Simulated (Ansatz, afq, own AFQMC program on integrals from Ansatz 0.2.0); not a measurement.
Integrals from Ansatz 0.2.0, then the random walk in our own AFQMC program (afq).

```yaml
crystal:
  periodic: [false, false, false]
  atoms:
    - {symbol: O, position_ang: [0.647577, -1.045519, 0.424901]}
    - {symbol: Si, position_ang: [-0.034347, 0.345740, -0.186893]}
    - {symbol: H, position_ang: [0.065857, -1.637255, 0.909946]}
    - {symbol: H, position_ang: [-1.133695, 0.049994, -1.159795]}
    - {symbol: H, position_ang: [1.060026, 1.075383, -0.881376]}
    - {symbol: H, position_ang: [-0.605418, 1.211647, 0.893227]}
basis:
  gaussian: {orbitals: def2-TZVP}
magnetization: {spin_polarized: false}
correlation: {method: ccsd_t, electrons: outside_noble_gas, hamiltonian_folder: ham}
```

```sh
$ ansatz run in.yaml --threads 1 --pin off --events-out ev --progress --plain --max-ram 24576MiB --backend cuda --devices 0, --max-vram 18GiB
```

Options of the walk:

```
--method phaseless --trial cisd --walkers 3400 --populations 20 --least-time 60 --time-step 0.005 --steps-per-block 50 --equilibration-blocks 28 --max-blocks 4000 --target-error 0.00022 --factor-cut 1e-05 --seed 9509 --release-times 0.24,0.51,0.99,1.62,2.4 --release-step 0.03 --release-every 3 --taylor-order 6
```

Times are imaginary, in 1/Eh. The walk had a cap of 245 s. With eight or more populations the least sampling time is a fifth of least-time, and the error comes from their spread.

Log:

```
orbitals 86  electrons 7 7  factors 613 of 619
reference energy -366.20720352 Eh
CCSD correlation -0.38953423 Eh in 10 cycles, weight of the determinant in the CISD state 0.8804
energy of the start -366.596735 Eh
 block  time / (1/Eh)  mean weight  energy / Eh
     1     0.250  0.9996  -366.592805
     2     0.500  1.0000  -366.597520
     3     0.750  0.9999  -366.601352
     4     1.000  0.9997  -366.602495
     5     1.250  0.9999  -366.605725
     8     2.000  0.9999  -366.607935
    11     2.750  1.0005  -366.607525
    14     3.500  0.9995  -366.608826
    17     4.250  1.0005  -366.609908
    20     5.000  1.0003  -366.609916
    23     5.750  1.0000  -366.609880
    26     6.500  1.0000  -366.609823
    29     7.250  0.9998  -366.609411
    32     8.000  0.9995  -366.610658
    35     8.750  0.9999  -366.608195
    38     9.500  0.9999  -366.609186
    41    10.250  1.0003  -366.609996
    44    11.000  1.0003  -366.609941
    47    11.750  0.9997  -366.610299
    50    12.500  1.0001  -366.609379
    53    13.250  1.0004  -366.607460
    56    14.000  0.9999  -366.608302
    59    14.750  1.0003  -366.608447
    62    15.500  0.9995  -366.609760
    65    16.250  1.0003  -366.610101
    67    16.750  1.0001  -366.611608
    68    17.000  0.9996  -366.609689
    71    17.750  0.9998  -366.609282
    74    18.500  1.0001  -366.608714
    77    19.250  1.0000  -366.608639
    78    19.500  1.0005  -366.607606
error from the spread of 20 populations
released: time / (1/Eh)  energy / Eh  error  mean overlap
  0.24  -366.609087  0.000130  0.9995
  0.51  -366.609284  0.000150  0.9938
  0.99  -366.609429  0.000185  0.9896
  1.62  -366.609495  0.000277  0.9782
  2.40  -366.608903  0.000193  0.9765
energy -366.609238 +/- 0.000141 Eh
(rows thinned)
```

The run passed its tests (sampling time, drift between the halves within three errors, error under three times the target), which doesn't prove that it has relaxed.

Against this walk (error 3.8 meV) on the same determinant: CCSD(T) 26.0 meV higher, CCSDT(Q) 4.2 meV lower (within the noise). The error is statistical and leaves out the bias of the constraint. Released to 2.40 1/Eh the energy moves by 9 ± 7 meV (both errors), within twice the noise.

Cautions: constraint bias not in the error; released walk and highest rung disagree (by 13 meV at 2.40 1/Eh).

The walk took 83 s on 1 × NVIDIA H100 80GB HBM3 with 2 threads of AMD EPYC 7R13 Processor (Zen 3), with other jobs on the host (the card was shared). The log's last line is the phaseless energy.

CCSDT and higher add their correlation energy to the determinant of the CCSD(T) run, since their own runs factorise the integrals more tightly (a shift of under 2 meV).
